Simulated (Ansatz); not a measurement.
System: C3H5, charge 0, doublet. C3H5 (SMILES C=[C]C, doublet).
B3LYP-D3(BJ)/def2-TZVP minimum from Ansatz (an electronic-structure program):
```
C
C 1 1.3046
H 2 1.0851 1 122.58
H 2 1.0936 3 116.06 1 180.00
C 1 1.4640 2 140.56 3 180.00
H 5 1.0927 1 111.28 2 120.10
H 5 1.0927 6 107.46 1 -122.05
H 5 1.0997 6 107.90 7 -116.11
```
Charge 0, spin multiplicity 2.

Quantity: atomisation energy (electronic, to ground-state atoms), in kcal/mol. Radicals and triplets start from unrestricted determinants; spin-orbit coupling is neglected. CBS(X,Y): correlation extrapolated as X^-3, Hartree-Fock from the larger set. A bracket is a step between two methods taken in the basis named. Functionals run without relativity, which enters their misses. '+ core + X2C': CCSD(T) terms for core correlation (cc-pwCVTZ) and scalar relativity (cc-pVTZ-DK). Where a partner has so few electrons that a lower coupled-cluster level is exact, that level stands in. The UHF reference of C3H5 (C=[C]C, doublet) is spin-contaminated (<S^2> up to 0.16 over the pure value in the sets run).

CCSD(T)/CBS(cc-pVTZ,cc-pVQZ) + [CCSDT(Q) - CCSD(T)]/cc-pVDZ + core + X2C (Ansatz) gives 747.0 kcal/mol.

**Question.** What does PBE/def2-TZVPD (Ansatz) give here, and how do the other levels compare?

**Answer.** PBE gives 764.0 kcal/mol, 17.0 kcal/mol above it. Differences of the others: r2SCAN/def2-TZVPD (Ansatz) 4.7; CCSD(T)/CBS(cc-pVTZ,cc-pVQZ) + core + X2C (Ansatz) -0.8 kcal/mol. Nearer than PBE: r2SCAN/def2-TZVPD, CCSD(T)/CBS(cc-pVTZ,cc-pVQZ) + core + X2C.
